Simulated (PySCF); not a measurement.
C5H10O.
Numbering: `[CH2:1]=[CH:2][C@H:3]([CH3:4])[O:5][CH3:6]` (hydrogens: H7, H8 on C1; H9 on C2; H10 on C3; H11, H12, H13 on C4; H14, H15, H16 on C6)

Computed geometry: GFN2-xTB, gas phase.

Question: Give the optimised bond lengths and angles.

Answer: 
| bond | length (Å) |
| --- | --- |
| C1=C2 | 1.319 |
| C2–C3 | 1.505 |
| C3–C4 | 1.528 |
| C3–O5 | 1.420 |
| O5–C6 | 1.403 |
| C1–H7 | 1.077 |
| C1–H8 | 1.079 |
| C2–H9 | 1.082 |
| C3–H10 | 1.104 |
| C4–H11, C4–H12, C4–H13 | 1.086 |
| C6–H14 | 1.098 |
| C6–H15, C6–H16 | 1.093 |

Bonds in one row agree within 0.01 Å and their mean is given. A selection of angles:
| angle | degrees |
| --- | --- |
| C2–C1–H7 | 122.0 |
| C2–C1–H8 | 121.7 |
| H7–C1–H8 | 116.3 |
| C1–C2–C3 | 124.4 |
| C1–C2–H9 | 121.2 |
| C3–C2–H9 | 114.4 |
| C2–C3–C4 | 110.1 |
| C2–C3–O5 | 111.6 |
| C2–C3–H10 | 109.3 |
| C4–C3–O5 | 107.0 |
| C4–C3–H10 | 109.7 |
| O5–C3–H10 | 109.2 |
| C3–C4–H11 | 109.8 |
| H11–C4–H12 | 108.6 |
| C3–O5–C6 | 113.7 |
| O5–C6–H14 | 111.1 |
| O5–C6–H16 | 106.5 |
| H14–C6–H15 | 108.5 |

Torsions: C1–C2–C3–C4 -114° (anticlinal); C2–C3–O5–C6 -68° (synclinal).

The C–C distances run from 1.319 Å (C1=C2, drawn double) to 1.528 Å (C3–C4, drawn single), a spread of 0.209 Å. O5 (ether oxygen) is bent (angle 113.7°). Of the pairs four or more bonds apart, C2···H15 is among the closest relative to their van der Waals radii: 2.65 Å, 92 % of the sum of Bondi's values.

Point group: C1 (no symmetry element, even within 0.4 Å). Whether it is a minimum is left open (no frequencies). The numbers are those of one conformer.
